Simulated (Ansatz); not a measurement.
Input file:

```yaml
crystal:
  periodic: [false, false, false]
  atoms:
    - {symbol: H, position_ang: [0.000000, 0.000000, -0.918667]}
    - {symbol: H, position_ang: [0.000000, 0.000000, -0.063667]}
    - {symbol: F, position_ang: [0.000000, 0.000000, 0.982333]}
basis:
  gaussian: {orbitals: aug-cc-pVDZ}
magnetization: {spin_polarized: false, initial_magnetization: 1}
hamiltonian: {pseudopotentials: {relativity: none}}
correlation: {active_space: {ras: {orbitals: [4, 1, 35], electrons: 9, max_holes: 2, max_particles: 2}, fixed_orbitals: true}}
```

```sh
$ ansatz run in.yaml --threads 1 --pin off --events-out ev --progress --plain --max-ram 2393MiB
```

(1) Roughly how long does this take on 1 thread of Arm Neoverse V2, shared host, and how much host memory?

```
377 factors; integrals over basis functions are off by at most 8.1e-4 eV
mean field evaluation 1: about -2732.7397 eV, gradient 2.2e1 eV
mean field evaluation 2: about -2732.7402 eV, gradient 2.2e1 eV
mean field evaluation 4: about -2734.0196 eV, gradient 1.5e0 eV
mean field evaluation 8: about -2734.0541 eV, gradient 1.8e-1 eV
mean field evaluation 16: about -2731.1813 eV, gradient 8.9e-2 eV
mean field -2734.05462529 eV, -100.4746542704 hartree, gradient 3.3e-6 eV, S^2 0.750000; 3 other end points of the search recorded, 0 dependent functions left out
reference -2734.05462529 eV, -100.4746542704 hartree; 6, 5 occupied and 35, 36 virtual orbitals, 377 factors
state -2740.53527411 eV, -100.7128137220 hartree
Total energy: -2740.53527411 eV, -100.7128137220 hartree
```

Natural occupations: 1.9884 1.9756 1.9756 1.9625 1.0021 0.0223 0.0157 0.0157 0.0089 0.0047 0.0045 0.0045 0.0041 0.0041 0.0029 0.0015 0.0014 0.0014 0.0006 0.0005 0.0005 0.0004 0.0004 0.0004.

Results:

(1) 1.1 s wall and 0.16 GiB.
